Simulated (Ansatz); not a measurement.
in.yaml

```yaml
crystal:
  periodic: [false, false, false]
  atoms:
    - {symbol: Be, position_ang: [0.000000, -0.176213, -0.016749]}
    - {symbol: H, position_ang: [0.000000, 0.681060, -0.752944]}
    - {symbol: H, position_ang: [0.000000, 0.894490, 0.902696]}
basis:
  gaussian: {orbitals: x2c-TZVPPall}
total_charge: 1
magnetization: {spin_polarized: false, initial_magnetization: 1}
hamiltonian: {pseudopotentials: {relativity: none}}
correlation: {active_space: {ras: {orbitals: [1, 1, 44], electrons: 3, max_holes: 3, max_particles: 3}, fixed_orbitals: true}}
accuracy: high
scf: {lower_state_search: full}
```

```sh
$ ansatz run in.yaml --threads 1 --pin off --events-out ev --progress --plain --max-ram 2393MiB
```

Log:

```
799 factors; integrals over basis functions are off by at most 3.2e-9 eV
mean field evaluation 1: about -417.0138 eV, gradient 8.9e0 eV
mean field evaluation 2: about -417.0163 eV, gradient 8.9e0 eV
mean field evaluation 4: about -417.4362 eV, gradient 8.1e-1 eV
mean field evaluation 8: about -417.4568 eV, gradient 6.2e-2 eV
mean field evaluation 16: about -416.1108 eV, gradient 1.2e1 eV
mean field -417.45696127 eV, -15.3412603642 hartree, gradient 1.2e-8 eV, S^2 0.750000; 1 other end points of the search recorded, 0 dependent functions left out
reference -417.45696127 eV, -15.3412603642 hartree; 3, 2 occupied and 44, 45 virtual orbitals, 799 factors
state -418.90222238 eV, -15.3943727305 hartree
WARN: the results are in doubt because the basis set is contracted for relativity, which is off
Total energy: -418.90222238 eV, -15.3943727305 hartree
In doubt: the basis set is contracted for relativity, which is off
```

Ran on 1 thread of Arm Neoverse V1, shared host: 0.96 s wall, 0.1 GiB peak host memory.
